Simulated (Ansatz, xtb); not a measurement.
## Relative energy of two isomers of C3H2FNS

We compare X, `Fc1cncs1`, a singlet, with Y, `Fc1nccs1`, a singlet. Both are isolated molecules in the gas phase, relaxed with PBE-D3(BJ)/def2-SVP.

Quicker runs give these differences E(Y) − E(X): GFN2-xTB −12.4 kJ/mol; HF/STO-3G −16.4 kJ/mol (at GFN2-xTB geometries); r2SCAN-D4/def2-SVP −30.9 kJ/mol (at GFN2-xTB geometries).

Problem. Estimate E(Y) − E(X) at the level CCSD(T)/def2-SVP + ΔMP2/def2-TZVPP.

Solution. Calculated at CCSD(T)/def2-SVP + ΔMP2/def2-TZVPP: E(Y) − E(X) = −29.8 kJ/mol, so structure Y lies lower.

How the difference moves with the method:

```csv
level,geometry,E(Y) − E(X) (kJ/mol),departure from the last row (kJ/mol),"job, with rough time for the two"
GFN2-xTB,GFN2-xTB,−12.4,+17.3,"optimisation, 0.08 s"
HF/STO-3G,GFN2-xTB,−16.4,+13.3,"single point, 0.28 s"
r2SCAN-D4/def2-SVP,GFN2-xTB,−30.9,−1.1,"single point, 3.2 s"
PBE-D3(BJ)/def2-SVP,PBE-D3(BJ)/def2-SVP,−27.4,+2.3,"optimisation, 17 s"
HF/def2-SVP,PBE-D3(BJ)/def2-SVP,−36.3,−6.5,part of the CCSD(T) run
MP2/def2-SVP,PBE-D3(BJ)/def2-SVP,−31.2,−1.4,part of the CCSD(T) run
CCSD(T)/def2-SVP,PBE-D3(BJ)/def2-SVP,−30.6,−0.8,single point
CCSD(T)/def2-SVP + ΔMP2/def2-TZVPP,PBE-D3(BJ)/def2-SVP,−29.8,,"single point, 22 s"
```

As drawn, both hold the same kinds of bond in the same numbers.

The levels shown agree on the order. The largest departure from CCSD(T)/def2-SVP + ΔMP2/def2-TZVPP is that of GFN2-xTB, 17.3 kJ/mol. The last row adds to CCSD(T) the change of the MP2 difference between the two basis sets, here +0.8 kJ/mol.

With harmonic frequencies from PBE-D3(BJ)/def2-SVP (ideal gas, rigid rotor, one conformer each, 298.15 K, 1 atm): the zero-point term adds +0.5 kJ/mol; ΔH is −29.4 and ΔG −29.1 kJ/mol.

The correlated steps freeze 10 core orbitals. Codes used: Ansatz 0.2.0, xtb 6.7.1; the last row on 2 threads of Arm Neoverse V2 on a shared host.
